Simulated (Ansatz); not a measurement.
For tetradymite Bi2Te3, PBE-D3(BJ) in Ansatz (PAW) gives:

- equilibrium lattice constant a: 4.387 Å
- c axis length: 30.295 Å
- elastic constant C11: 74.6 GPa
- elastic constant C44: 34.5 GPa
- Voigt–Reuss–Hill shear modulus: 23.3 GPa
- formation enthalpy: -0.234 eV/atom

Problem. What does r²SCAN (Ansatz, a first-principles code, PAW) give for the same quantities?

Solution. 
- lattice constant a: 4.419 Å (rises by 0.7 %)
- lattice parameter c: 32.307 Å (goes up by 6.6 %)
- elastic constant C11: 62.0 GPa (drops by 17 %)
- elastic constant C44: 10.4 GPa (shrinks by 70 %)
- Voigt–Reuss–Hill shear modulus: 13.5 GPa (decreases by 42 %)
- formation enthalpy: -0.272 eV/atom (moves by -0.038 eV/atom)

For comparison: lattice constant a 4.386 Å (measured, temperature not stated, not corrected to a static lattice; as tabulated in Luo et al. (2012), arXiv:1308.1523); lattice parameter c 30.497 Å (measured, temperature not stated, not corrected to a static lattice; as tabulated in Luo et al. (2012), arXiv:1308.1523); elastic constant C11 68.5 GPa (measured, temperature not stated, not corrected to a static lattice; as tabulated in Oses et al. (2018), arXiv:1811.08464); elastic constant C44 27.4 GPa (measured, temperature not stated, not corrected to a static lattice; as tabulated in Oses et al. (2018), arXiv:1811.08464); Voigt–Reuss–Hill shear modulus 19.8 GPa (measured, temperature not stated, not corrected to a static lattice, Hill average of measured single-crystal constants; as tabulated in Oses et al. (2018), arXiv:1811.08464); formation enthalpy -0.163 ± 0.004 eV/atom (measured, 298 K, copied from a table, unchecked, no zero-point or thermal correction; as tabulated in Wang et al. (2021), doi:10.1038/s41598-021-94550-5).

Changes are worked out from the printed values.

Unless a cell is named, each level is at its own relaxed cell (PBE-D3(BJ) 33.66, r²SCAN 36.42 Å³/atom).

Levels without +SOC leave out spin–orbit coupling, which shifts energies and cells of such heavy elements.

Caveats: for a layered or molecular solid the relaxed cell lies over 5 % above the published volume, where the minimum can be shallow (r²SCAN); the cell comes from a level without a dispersion term, which matters for the spacing of layers, chains or molecules (r²SCAN); the dispersion coefficients are held fixed in the derivatives (PBE-D3(BJ)). Ansatz's density-functional and Hartree–Fock values are scalar-relativistic unless marked +SOC, with PAW data made under PBE.
